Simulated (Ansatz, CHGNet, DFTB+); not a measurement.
# Ladder of methods for the volume per atom of hcp Zn

Reference value: 14.86 Å³/atom (measured, copied from a table, unchecked, extrapolated to 0 K and zero-point effects removed; as tabulated in Lejaeghere et al. (2013), arXiv:1204.2733).

| level (code) | value (Å³/atom) |
|---|---|
| GFN1-xTB (DFTB+) | 30.96 |
| CHGNet-r²SCAN (CHGNet) | 14.60 |
| LDA (Ansatz) | … |
| PBE (Ansatz) | 15.24 |
| PBEsol (Ansatz) | … |
| PBE-D4 (Ansatz) | 14.49 |
| r²SCAN (Ansatz) | 14.47 |
| HSE06 (Ansatz) | 15.52 |

### Question
Complete the blanks.

### Answer

- LDA (Ansatz, a first-principles code), value (Å³/atom): 13.62
- PBEsol (Ansatz), value (Å³/atom): 14.22

Errors against the reference: GFN1-xTB +108 %, CHGNet-r²SCAN -1.7 %, LDA -8.3 %, PBE +2.6 %, PBEsol -4.3 %, PBE-D4 -2.5 %, r²SCAN -2.6 %, HSE06 +4.4 %.

Nearest, and too close to rank with a margin of 1.0 % (twice that across the reference) picked here for doubts on the reference and the settings: CHGNet-r²SCAN (-1.7 %), PBE-D4 (-2.5 %), PBE (+2.6 %), r²SCAN (-2.6 %). GFN1-xTB (+108 %) misses by most. Within 4 %: CHGNet-r²SCAN, PBE, PBE-D4, r²SCAN.

GFN1-xTB: the cell moved over 20 % in volume from its start. GFN1-xTB: the method was fitted mainly to molecules. HSE06: hybrids on metals are sensitive to the k mesh and can open a false gap. Cutoffs and k meshes differ between the levels. Ansatz's density-functional and Hartree–Fock values are scalar-relativistic unless marked +SOC, with PAW data made under PBE.

Machine-learned potentials (CHGNet-r²SCAN) are trained on DFT data, which may include these solids.

Differences are worked out from the printed values.
